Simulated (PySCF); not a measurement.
Computed with PySCF 2.14.0, delta-SCF UKS SCAN, pcX-2 on the ionised atom, pcseg-1 elsewhere, spin-free X2C. Geometries: PBE0-D3(BJ)/def2-SVP; isolated species, one conformer each. Values against the vacuum level.

**Question.** Order these sites by rising C 1s binding energy.
A. C2 in `[CH2:1]=[C:2]([F:3])[F:4]`
B. C4 in `[CH3:1][N:2]([CH3:3])[CH:4]=[O:5]`
C. C2 in `[CH3:1][CH2:2][CH2:3][O:4][C:5](=[O:6])[CH2:7][CH3:8]`
D. C5 in `[CH3:1][CH2:2][CH2:3][CH2:4][C:5](=[O:6])[O:7][CH3:8]`

**Answer.** C (290.73 eV), B (293.43 eV), D (294.33 eV), A (295.92 eV).

The highest is bonded to 2 F and C (double bond), the lowest to 2 C and 2 H; the range is 5.19 eV.

**Question.** Rank by computed O 1s binding energy, lowest first.
A. O4 in `[CH3:1][CH2:2][CH2:3][O:4][C:5](=[O:6])[CH2:7][CH3:8]`
B. O7 in `[CH3:1][CH2:2][CH2:3][CH2:4][C:5](=[O:6])[O:7][CH3:8]`
C. Oxygen in `CN(C)C=O`

**Answer.** C (536.87 eV), A (539.10 eV), B (539.38 eV).

From the lowest up, the atoms are bonded to: C (double bond) (536.87); 2 C (539.10); 2 C (539.38).
